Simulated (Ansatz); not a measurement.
**HSiAs, triplet: vertical spin and charge gaps**

Geometry (PBE0/def2-TZVP stationary point for this spin, not checked as a minimum):

```csv
atom,x (Å),y (Å),z (Å)
Si,0.0000,-0.1044,1.5718
As,0.0000,0.0229,-0.6206
H,0.0000,1.2046,2.3294
```

Basis cc-pVDZ; Ansatz 0.2.0. Correlated methods freeze the noble-gas cores and the filled d shells of p-block atoms. R marks a restricted (for open shells ROHF) determinant, U an unrestricted one. Active spaces: valence = (10e, 9o) chosen from the atoms' valence shells. No spin–orbit coupling is included, and no scalar relativity.

Gaps are energies of the second state less the first, at fixed atoms, for a selection of the levels run; each method lands on the state that its own search finds for that charge and spin.

Unrestricted rows (U, and Kohn–Sham where it breaks symmetry) aren't spin-pure: their determinants' ⟨S²⟩ exceeds S(S+1) by up to 0.84, so they mix in states of higher spin. HF rows are the lowest solutions found. Coupled cluster chose its determinant by trial CCSD, here up to 0.21 eV above the lowest Hartree–Fock solution of its kind, and MP2 stands on that determinant too. For open shells CISD is restricted-active-space CI with the open shells as a complete middle space. A value is left out where its run failed or describes another state than the reference as far as symmetry and spin tell, or, spin-broken singlets apart, can't be checked.

Removing an electron, to the doublet: 7.813 eV at UCCSDTQ.

Large singles or doubles amplitudes warn of static correlation in the HSiAs triplet and the HSiAs⁺ doublet.

```csv
level,gap (eV),error (meV),⟨S²⟩ where 0.1 over S(S+1) (first / second)
CISD,7.870,57,– / –
UCCSDT(Q),7.812,-1,– / 1.59
CASSCF (valence space),7.162,-651,– / –
MRCISD (valence space),7.723,-90,– / –
MRCISD+Q (valence space),7.802,-11,– / –
PBE,7.972,159,– / 0.90
B3LYP,8.003,190,– / 1.04
wB97M-V,7.859,46,– / 1.16
B2PLYP,7.969,156,– / 1.37
RPA-PBE,7.859,46,– / 0.90
```

PBE gives 8.612 eV for removing an electron, to the quartet. Estimate what UCCSDTQ gives in cc-pVDZ.

UCCSDTQ in cc-pVDZ gives 8.410 eV, so against it PBE is off by 0.202 eV, of which a good part can be the reference's own basis and frozen-core error.

Large singles or doubles amplitudes warn of static correlation in the HSiAs triplet.

| level | gap (eV) | error (meV) |
| --- | --- | --- |
| UMP2 | 8.275 | -135 |
| CISD | 8.064 | -346 |
| UCCSD | 8.250 | -160 |
| UCCSD(T) | 8.367 | -43 |
| BCCD(T) | 8.370 | -40 |
| UCCSDT | 8.394 | -16 |
| UCCSDT(Q) | 8.411 | 1 |
| CASSCF (valence space) | 7.743 | -667 |
| NEVPT2 (valence space) | 8.306 | -104 |
| MRCISD (valence space) | 8.337 | -73 |
| MRCISD+Q (valence space) | 8.419 | 9 |
| r2SCAN | 8.678 | 268 |
| PBE0 | 8.547 | 137 |
| B3LYP | 8.606 | 196 |
| wB97M-V | 8.391 | -19 |
| B2PLYP | 8.462 | 52 |
| RPA-PBE | 8.520 | 110 |

PBE gives -0.717 eV for singlet less triplet. Estimate what RCCSDTQ gives in cc-pVDZ.

RCCSDTQ in cc-pVDZ gives -0.798 eV, so against it PBE is off by 0.081 eV, of which a good part can be the reference's own basis and frozen-core error.

Large singles or doubles amplitudes warn of static correlation in the HSiAs triplet and the HSiAs singlet.

| level | gap (eV) | error (meV) | ⟨S²⟩ where 0.1 over S(S+1) (first / second) |
| --- | --- | --- | --- |
| RHF | 0.110 | 908 | – / – |
| RMP2 | -0.482 | 316 | – / – |
| RCCSD | -0.649 | 149 | – / – |
| RCCSDT | -0.773 | 25 | – / – |
| CASSCF (valence space) | -0.863 | -65 | – / – |
| NEVPT2 (valence space) | -0.833 | -35 | – / – |
| MRCISD (valence space) | -0.818 | -20 | – / – |
| B3LYP | -0.643 | 155 | – / 0.28 |
| B2PLYP | -0.562 | 236 | – / 0.81 |

Wrong sign: RHF.

PBE gives 1.771 eV for quintet less triplet. Estimate what UCCSDTQ gives in cc-pVDZ.

UCCSDTQ in cc-pVDZ gives 1.647 eV, so against it PBE is off by 0.124 eV, of which a good part can be the reference's own basis and frozen-core error.

Large singles or doubles amplitudes warn of static correlation in the HSiAs triplet.

```csv
level,gap (eV),error (meV)
UMP2,1.450,-197
CISD,1.274,-373
UCCSD,1.450,-197
UCCSD(T),1.593,-54
BCCD(T),1.596,-51
UCCSDT,1.628,-19
UCCSDT(Q),1.648,1
CASSCF (valence space),1.572,-75
NEVPT2 (valence space),1.714,67
MRCISD (valence space),1.663,16
MRCISD+Q (valence space),1.673,26
r2SCAN,1.596,-51
PBE0,1.551,-96
B3LYP,1.797,150
wB97M-V,1.672,25
B2PLYP,1.714,67
RPA-PBE,1.747,100
```

In so small a basis the reference is far from its limit while semilocal and hybrid functionals are nearer theirs (RPA and double hybrids share much of the reference's basis error), so the functionals' errors here hold much of the reference's basis and frozen-core error, which can add to them or hide them.

The reference is named with each gap: full CI where it ran, else the highest cluster level, uncertain by about the last step of the series. The frozen core follows each run's orbitals, which can shift R against U totals by a few meV for light atoms and by up to 0.1 eV past Ca.
